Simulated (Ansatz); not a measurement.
bcc W was calculated with BLYP in Ansatz (PAW).

Run with plane-wave cutoff 520 eV, 28×28×28 k mesh, Fermi–Dirac smearing 0.085 eV (set by the program), no spin polarisation, scalar-relativistic PAW data made under PBE.

Computed at the level's own relaxed cell.

Elastic tensor (GPa, Voigt notation, ions relaxed):

```
  465.3   180.4   180.4     0.0     0.0     0.0
  180.4   465.3   180.4     0.0     0.0     0.0
  180.4   180.4   465.3     0.0     0.0     0.0
    0.0     0.0     0.0   118.2     0.0     0.0
    0.0     0.0     0.0     0.0   118.2     0.0
    0.0     0.0     0.0     0.0     0.0   118.2
```

Worked from these constants: the tetragonal shear constant is C′ = (C11 − C12)/2 = 142.4 GPa against C44 = 118.2 GPa, so the C44 shear is the softer. The Zener ratio C44/C′ is 0.83 (1 for an isotropic solid), and the Cauchy pressure C12 − C44 is 62.2 GPa. With C11 + 2C12 = 826.1 GPa all three Born conditions hold; they don't test modes at the zone boundary.

Measured, for comparison: elastic constant C11 533 GPa, elastic constant C12 205 GPa, elastic constant C44 163 GPa (0 K, extrapolated to 0 K; zero-point effects included; as tabulated in Wang et al. (2022), arXiv:2209.12322). Computed (rounded) less measured: elastic constant C11 -13 %, elastic constant C12 -12 %, elastic constant C44 -28 %.

Note: shear constants of such metals converge slowly with the k mesh.

Spin–orbit coupling is not included.

Ansatz is a first-principles code.
